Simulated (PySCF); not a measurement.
C₄H₉, charge +1. Atoms are numbered in the order given.

```xyz
13

C     -0.3325     1.3959     0.2470
C      0.0000     0.0000     0.0001
C      1.3494    -0.4833     0.2562
C     -1.0169    -0.9126    -0.5031
H     -0.7299     1.8258    -0.6949
H      0.4907     2.0070     0.6342
H     -1.2082     1.4348     0.9251
H      2.0650     0.1576    -0.2962
H      1.5135    -1.5424     0.0273
H      1.5938    -0.2698     1.3167
H     -0.6381    -1.3715    -1.4386
H     -1.0825    -1.7773     0.1873
H     -2.0043    -0.4644    -0.6616
```
Charge +1, spin multiplicity 1.

Geometry: PBE0-D3(BJ)/def2-SVP. A frequency run showed that this geometry is not a minimum.

The numbers are results of PySCF with PBE0-D3(BJ)/def2-SVP, not measurements.

Frequencies are harmonic and unscaled.

```json
[
 {"mode": "1", "ν (cm⁻¹)": "87i", "IR (km/mol)": "0.0", "moving atoms (share of kinetic energy)": "H 94 %"},
 {"mode": "2", "ν (cm⁻¹)": "86i", "IR (km/mol)": "0.0", "moving atoms (share of kinetic energy)": "H 94 %"},
 {"mode": "3", "ν (cm⁻¹)": "156", "IR (km/mol)": "24.8", "moving atoms (share of kinetic energy)": "H 96 %"},
 {"mode": "4", "ν (cm⁻¹)": "414", "IR (km/mol)": "0.0", "moving atoms (share of kinetic energy)": "C 56 %, H 44 %"},
 {"mode": "5", "ν (cm⁻¹)": "414", "IR (km/mol)": "0.0", "moving atoms (share of kinetic energy)": "C 56 %, H 44 %"},
 {"mode": "6", "ν (cm⁻¹)": "462", "IR (km/mol)": "0.9", "moving atoms (share of kinetic energy)": "H 64 %, C 36 %"},
 {"mode": "7", "ν (cm⁻¹)": "780", "IR (km/mol)": "0.1", "moving atoms (share of kinetic energy)": "H 82 %, C 18 %"},
 {"mode": "8", "ν (cm⁻¹)": "780", "IR (km/mol)": "0.1", "moving atoms (share of kinetic energy)": "H 82 %, C 18 %"},
 {"mode": "9", "ν (cm⁻¹)": "829", "IR (km/mol)": "0.0", "moving atoms (share of kinetic energy)": "C 68 %, H 32 %"},
 {"mode": "10", "ν (cm⁻¹)": "972", "IR (km/mol)": "27.1", "moving atoms (share of kinetic energy)": "H 61 %, C 39 %"},
 {"mode": "11", "ν (cm⁻¹)": "972", "IR (km/mol)": "25.2", "moving atoms (share of kinetic energy)": "H 62 %, C 38 %"},
 {"mode": "12", "ν (cm⁻¹)": "972", "IR (km/mol)": "7.3", "moving atoms (share of kinetic energy)": "H 72 %, C 28 %"},
 {"mode": "13", "ν (cm⁻¹)": "1093", "IR (km/mol)": "33.9", "moving atoms (share of kinetic energy)": "C 62 %, H 38 %"},
 {"mode": "14", "ν (cm⁻¹)": "1260", "IR (km/mol)": "133.2", "moving atoms (share of kinetic energy)": "H 84 %, C 16 %"},
 {"mode": "15", "ν (cm⁻¹)": "1260", "IR (km/mol)": "133.1", "moving atoms (share of kinetic energy)": "H 84 %, C 16 %"},
 {"mode": "16", "ν (cm⁻¹)": "1291", "IR (km/mol)": "0.0", "moving atoms (share of kinetic energy)": "H 87 %, C 13 %"},
 {"mode": "17", "ν (cm⁻¹)": "1343", "IR (km/mol)": "70.8", "moving atoms (share of kinetic energy)": "H 63 %, C 37 %"},
 {"mode": "18", "ν (cm⁻¹)": "1343", "IR (km/mol)": "70.7", "moving atoms (share of kinetic energy)": "H 63 %, C 37 %"},
 {"mode": "19", "ν (cm⁻¹)": "1389", "IR (km/mol)": "0.0", "moving atoms (share of kinetic energy)": "H 95 %"},
 {"mode": "20", "ν (cm⁻¹)": "1390", "IR (km/mol)": "0.0", "moving atoms (share of kinetic energy)": "H 95 %"},
 {"mode": "21", "ν (cm⁻¹)": "1418", "IR (km/mol)": "59.5", "moving atoms (share of kinetic energy)": "H 95 %"},
 {"mode": "22", "ν (cm⁻¹)": "1461", "IR (km/mol)": "0.0", "moving atoms (share of kinetic energy)": "H 87 %, C 13 %"},
 {"mode": "23", "ν (cm⁻¹)": "1502", "IR (km/mol)": "50.8", "moving atoms (share of kinetic energy)": "C 52 %, H 48 %"},
 {"mode": "24", "ν (cm⁻¹)": "1502", "IR (km/mol)": "50.8", "moving atoms (share of kinetic energy)": "C 52 %, H 48 %"},
 {"mode": "25", "ν (cm⁻¹)": "3014", "IR (km/mol)": "107.2", "moving atoms (share of kinetic energy)": "H 96 %"},
 {"mode": "26", "ν (cm⁻¹)": "3014", "IR (km/mol)": "106.9", "moving atoms (share of kinetic energy)": "H 96 %"},
 {"mode": "27", "ν (cm⁻¹)": "3028", "IR (km/mol)": "0.0", "moving atoms (share of kinetic energy)": "H 96 %"},
 {"mode": "28", "ν (cm⁻¹)": "3079", "IR (km/mol)": "6.6", "moving atoms (share of kinetic energy)": "H 91 %, C 9 %"},
 {"mode": "29", "ν (cm⁻¹)": "3080", "IR (km/mol)": "6.4", "moving atoms (share of kinetic energy)": "H 92 %, C 8 %"},
 {"mode": "30", "ν (cm⁻¹)": "3080", "IR (km/mol)": "77.2", "moving atoms (share of kinetic energy)": "H 92 %, C 8 %"},
 {"mode": "31", "ν (cm⁻¹)": "3211", "IR (km/mol)": "14.4", "moving atoms (share of kinetic energy)": "H 90 %, C 10 %"},
 {"mode": "32", "ν (cm⁻¹)": "3211", "IR (km/mol)": "14.3", "moving atoms (share of kinetic energy)": "H 90 %, C 10 %"},
 {"mode": "33", "ν (cm⁻¹)": "3211", "IR (km/mol)": "0.0", "moving atoms (share of kinetic energy)": "H 90 %, C 10 %"}
]
```
